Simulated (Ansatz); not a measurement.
# How the Voigt–Reuss–Hill bulk modulus of trigonal Se moves with the method

No measured value is used here.

```csv
level (code),value (GPa),cell (Å³/atom)
PBE (Ansatz),9.16,29.85
PBEsol (Ansatz),28.4,24.11
r²SCAN (Ansatz),13.8,29.26
HSE06 (Ansatz),7.02,33.34
```

PBE, PBEsol, r²SCAN, HSE06: the cell comes from a level without a dispersion term, which matters for the spacing of layers, chains or molecules. Each level is taken at its own relaxed cell. Cutoffs and k meshes differ between the levels. Ansatz's density-functional and Hartree–Fock values are scalar-relativistic unless marked +SOC, with PAW data made under PBE.

Ansatz is an electronic-structure program.
